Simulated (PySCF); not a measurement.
An unknown is described by computed data only.

Formula: C3H10NO; charge +1.

| Item | Value |
| --- | --- |
| XPS | C1s 296.8, C1s 297.8, C1s 299.0, N1s 413.9, O1s 544.0 eV [ΔSCF SCAN, pcX-2 on the ionised atom, pcseg-1 elsewhere, spin-free X2C] |
| UV, strongest line | among the 10 lowest singlet transitions: S10 at 10.29 eV (120 nm, f = 0.056) [TDDFT CAM-B3LYP/def2-SVPD] |
| Couplings | largest of the computed one-bond spin–spin couplings (means over like bonds): 13C–1H +173.9 (×2), 13C–1H +154.7 (×3), 13C–1H +153.8 (×3), 15N–1H -78.2 (×2), 17O–13C +28.3, 17O–13C +22.7, 15N–13C -4.5, 15N–13C -0.5 Hz [B3LYP/pcJ-1, spin–dipole term left out for some pairs] |
| NMR, other nuclei | isotropic shieldings of nuclei other than C and H, by class: 184 (1 N), 278 (1 O) ppm [GIAO B3LYP/pcSseg-2] |
| Rotational structure | rotational constants A, B, C: 15.117, 2.340, 2.254 GHz [PBE0-D3(BJ)/def2-SVP] |
| Triplet | lowest triplet excitation (Tamm–Dancoff): 7.44 eV [TDA CAM-B3LYP/def2-SVPD] |
| 13C NMR | chemical shifts (computed TMS as zero) by class: 93.7 (1 C), 63.9 (1 C), 32.0 (1 C) ppm [GIAO B3LYP/pcSseg-2] |
| Valence photoelectron | vertical ionisation energy: 15.58 eV [ΔSCF CAM-B3LYP/def2-SVPD] |
| Polarisability | 48.0 au [CAM-B3LYP/def2-SVPD] |
| 1H NMR | chemical shifts (computed TMS as zero) by class: 4.80 (2 H), 4.53 (2 H), 3.83 (3 H), 3.00 (3 H) ppm [GIAO B3LYP/pcSseg-2] |

Electronic properties: PySCF, gas phase, density fitting. Levels stand in brackets. One conformer (not necessarily the lowest) at the PBE0-D3(BJ)/def2-SVP geometry, without solvent, vibrations or thermal averaging. NMR classes are plain means over equivalent atoms (diastereotopic ones count apart unless rotation or inversion swaps them), as if these changed places fast.

Question: Give a SMILES that accounts for the data.

Answer: Numbering: `[CH3:1][NH2+:2][CH2:3][O:4][CH3:5]`. 3 carbons fall into 3 classes; from least to most shielded: sp3 carbon bound to oxygen [C3] (93.7 ppm), methoxy carbon [C5] (63.9 ppm), N-methyl carbon [C1] (32.0 ppm). Hydrogen classes from least to most shielded: 2 H on an sp3 carbon bound to oxygen, C3 (4.80 ppm), 2 H on an ammonium nitrogen, N2 (4.53 ppm, a mean of values up to 0.8 ppm apart in this geometry), 3 H on a methoxy carbon, C5 (3.83 ppm, a mean of values up to 0.8 ppm apart in this geometry), 3 H on an N-methyl carbon, C1 (3.00 ppm). The other shieldings belong to: 184 ppm, ammonium nitrogen [N2]; 278 ppm, ether oxygen [O4]. The couplings run between: +173.9 Hz, sp3 carbon bound to oxygen [C3] and its hydrogen (with 1 like pair); +154.7 Hz, N-methyl carbon [C1] and its hydrogen (with 2 like pairs); +153.8 Hz, methoxy carbon [C5] and its hydrogen (with 2 like pairs); -78.2 Hz, ammonium nitrogen [N2] and its hydrogen (with 1 like pair); +28.3 Hz, ether oxygen [O4] and sp3 carbon bound to oxygen [C3]; +22.7 Hz, ether oxygen [O4] and methoxy carbon [C5]; -4.5 Hz, ammonium nitrogen [N2] and N-methyl carbon [C1]; -0.5 Hz, ammonium nitrogen [N2] and sp3 carbon bound to oxygen [C3]. The core levels belong to: C1s 296.8 eV, methoxy carbon [C5]; C1s 297.8 eV, N-methyl carbon [C1]; C1s 299.0 eV, sp3 carbon bound to oxygen [C3]; N1s 413.9 eV, ammonium nitrogen [N2]; O1s 544.0 eV, ether oxygen [O4]. The first electron is taken from the HOMO, whose largest Löwdin shares are 0.55 on the ether oxygen, 0.15 on the methoxy carbon, 0.08 on a methyl hydrogen and 0.06 on a methyl hydrogen. The optimised geometry has point group C1 and is an asymmetric top. Structure: `C[NH2+]COC`. The assignments are read from this structure; whether some other isomer fits the data as well wasn't checked.

The values belong to the conformer `[CH3:1][NH2+:2][CH2:3][O:4][CH3:5]`: C1–N2–C3–O4 -174°, N2–C3–O4–C5 -93°.
